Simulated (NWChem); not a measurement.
pyrrole (C$_{4}$H$_{5}$N); SMILES c1cc[nH]c1

Computed with NWChem. Pople sets run with spherical d functions. Each level has its own optimisation; frequencies are unscaled. Brackets give each atom's bonded neighbours.

```json
[
 {"level": "Hartree-Fock/STO-3G", "r C–C [C(CCH)–C(CCH)] (Å)": "1.432", "r C–C [C(CCH)–C(CHN)] (Å)": "1.351", "r C–H [C(CCH)–H(C)] (Å)": "1.077", "r C–N (Å)": "1.389", "highest harmonic frequency (cm⁻¹)": "4139", "lowest (cm⁻¹)": "446", "zero-point energy (kcal/mol)": "59.9", "dipole (D)": "1.79"},
 {"level": "Hartree-Fock/3-21G", "r C–C [C(CCH)–C(CCH)] (Å)": "1.432", "r C–C [C(CCH)–C(CHN)] (Å)": "1.359", "r C–H [C(CCH)–H(C)] (Å)": "1.066", "r C–N (Å)": "1.377", "highest harmonic frequency (cm⁻¹)": "3860", "lowest (cm⁻¹)": "691", "zero-point energy (kcal/mol)": "56.2", "dipole (D)": "1.92"},
 {"level": "Hartree-Fock/6-31G*", "r C–C [C(CCH)–C(CCH)] (Å)": "1.426", "r C–C [C(CCH)–C(CHN)] (Å)": "1.358", "r C–H [C(CCH)–H(C)] (Å)": "1.071", "r C–N (Å)": "1.363", "highest harmonic frequency (cm⁻¹)": "3924", "lowest (cm⁻¹)": "483", "zero-point energy (kcal/mol)": "55.7", "dipole (D)": "1.90"},
 {"level": "B3LYP/6-31G*", "r C–C [C(CCH)–C(CCH)] (Å)": "1.426", "r C–C [C(CCH)–C(CHN)] (Å)": "1.378", "r C–H [C(CCH)–H(C)] (Å)": "1.082", "r C–N (Å)": "1.376", "highest harmonic frequency (cm⁻¹)": "3673", "lowest (cm⁻¹)": "446", "zero-point energy (kcal/mol)": "51.8", "dipole (D)": "1.91"},
 {"level": "LDA (Slater exchange, VWN5)/def2-SVP", "r C–C [C(CCH)–C(CCH)] (Å)": "1.417", "r C–C [C(CCH)–C(CHN)] (Å)": "1.382", "r C–H [C(CCH)–H(C)] (Å)": "1.098", "r C–N (Å)": "1.364", "highest harmonic frequency (cm⁻¹)": "3578", "lowest (cm⁻¹)": "547", "zero-point energy (kcal/mol)": "50.7", "dipole (D)": "2.10"},
 {"level": "PBE/def2-SVP", "r C–C [C(CCH)–C(CCH)] (Å)": "1.429", "r C–C [C(CCH)–C(CHN)] (Å)": "1.391", "r C–H [C(CCH)–H(C)] (Å)": "1.096", "r C–N (Å)": "1.377", "highest harmonic frequency (cm⁻¹)": "3587", "lowest (cm⁻¹)": "507", "zero-point energy (kcal/mol)": "50.5", "dipole (D)": "2.04"},
 {"level": "BLYP/def2-SVP", "r C–C [C(CCH)–C(CCH)] (Å)": "1.435", "r C–C [C(CCH)–C(CHN)] (Å)": "1.394", "r C–H [C(CCH)–H(C)] (Å)": "1.095", "r C–N (Å)": "1.385", "highest harmonic frequency (cm⁻¹)": "3556", "lowest (cm⁻¹)": "488", "zero-point energy (kcal/mol)": "50.1", "dipole (D)": "2.00"},
 {"level": "PBE0/def2-SVP", "r C–C [C(CCH)–C(CCH)] (Å)": "1.422", "r C–C [C(CCH)–C(CHN)] (Å)": "1.379", "r C–H [C(CCH)–H(C)] (Å)": "1.088", "r C–N (Å)": "1.366", "highest harmonic frequency (cm⁻¹)": "3709", "lowest (cm⁻¹)": "539", "zero-point energy (kcal/mol)": "52.3", "dipole (D)": "2.05"}
]
```
